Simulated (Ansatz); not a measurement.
Born–Oppenheimer molecular dynamics of CH₄NO (7 atoms, charge -1, multiplicity 1). It starts from a relaxed structure.

The calculation used RKS PBE0-D4/cc-pVDZ in Ansatz 0.2.0.

```yaml
ensemble: NVT, Langevin thermostat
time_step: 1 fs
steps_asked: 150
set_temperature: 300 K
friction: 1 /fs
seed: 699009
```

First frame:

```xyz
7
Properties=species:S:1:pos:R:3
N -0.377 0.242 -0.831
C 0.531 0.275 0.350
O 0.445 -1.115 0.906
H -0.233 1.119 -1.337
H -1.395 0.245 -0.586
H -0.015 0.811 1.187
H 1.044 -1.576 0.311
```

(1) What does the run give?

(2) What happens to the structure?

(3) How do temperature and energy run in time?

Results:

(1) The run went to its last step.

| Property | Result |
| --- | --- |
| steps done | 150 |
| time covered | 150 fs |
| mean temperature over the second half | 271 K |
| spread of the potential energy over the second half | 8.4 meV per atom |
| mean potential energy of the second half above the start | 26.8 meV per atom |

A run of 0.15 ps of so small a system gives no equilibrium averages. The friction is so strong that the motion is overdamped, so the time scale means little. Limits of this set-up: an anion without diffuse functions.

(2) The same pairs are bonded in the first frame and the last. Pairs count as bonded within 1.25 times the sum of covalent radii (0.12 Å more for H–H). Another seed would give other details.

(3) 
```csv
time (fs),T (K),potential energy less start (eV)
0,257,0.000
7,241,0.123
14,386,0.064
21,273,0.116
28,228,0.181
35,127,0.121
42,241,0.195
49,145,0.226
56,218,0.256
63,387,0.227
70,413,0.180
77,390,0.092
84,180,0.126
91,238,0.104
98,238,0.117
105,182,0.174
112,466,0.207
119,277,0.212
126,278,0.244
133,264,0.235
140,248,0.119
147,287,0.227
```

Run time: 3.9 min on 1 thread of Arm Neoverse V1, with other jobs on the host, peak memory 0.1 GiB.
